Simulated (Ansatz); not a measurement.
`CC(N)C=N` + H₂ → `N=CCN` + CH₄  (hydrogenolysis of a C–C bond)

Isolated molecules relaxed with PBE0-D4/def2-TZVP in Ansatz; ΔE leaves out vibrations. CCSD(T)/CBS is the MP2 limit (def2-TZVPP, def2-QZVPP) plus CCSD(T) − MP2 in def2-TZVPP, frozen cores. This one scheme is used for every species. DFT in def2-TZVPP. HSE06 is defined as in plane-wave codes. Each species was taken in one conformer, which may not be the lowest.

Problem. Is it downhill or uphill in electronic energy at CCSD(T)/CBS, and by how much? (Best estimate.)

Solution. Ansatz gave: Downhill: ΔE = -60.8 kJ/mol.

Problem. What do these levels give: PBE0-D4, PBE-QIDH, PBE, r2SCANh, r2SCAN0, HSE06, LC-ωPBE, RPA@PBE/def2-TZVPP, CCSD/def2-TZVPP, CCSD(T)/def2-TZVPP, MP2/def2-QZVPP, SCS-MP2/def2-QZVPP? (Best estimate.)

Solution. The calculation gave: PBE0-D4 -66.3, PBE-QIDH -66.0, PBE -70.5, r2SCANh -68.4, r2SCAN0 -69.3, HSE06 -71.6, LC-ωPBE -70.3, RPA@PBE/def2-TZVPP -59.8, CCSD/def2-TZVPP -66.4, CCSD(T)/def2-TZVPP -62.3, MP2/def2-QZVPP -57.5, SCS-MP2/def2-QZVPP -61.7 kJ/mol.

Largest T1 diagnostic among the species: 0.011.

The D4 term adds +9.6 kJ/mol with B3LYP and +5.3 kJ/mol with PBE0; it sums over pairs of atoms, weighted by their polarisabilities, and B3LYP, whose exchange is more repulsive, gets the larger term. In def2-TZVPP, CCSD(T) changes the Hartree–Fock value by +21.4 kJ/mol (the triples alone add +4.1 kJ/mol) and MP2 by +25.3 kJ/mol.

B3LYP here is the variant with VWN-RPA as its local correlation; programs differ in this.
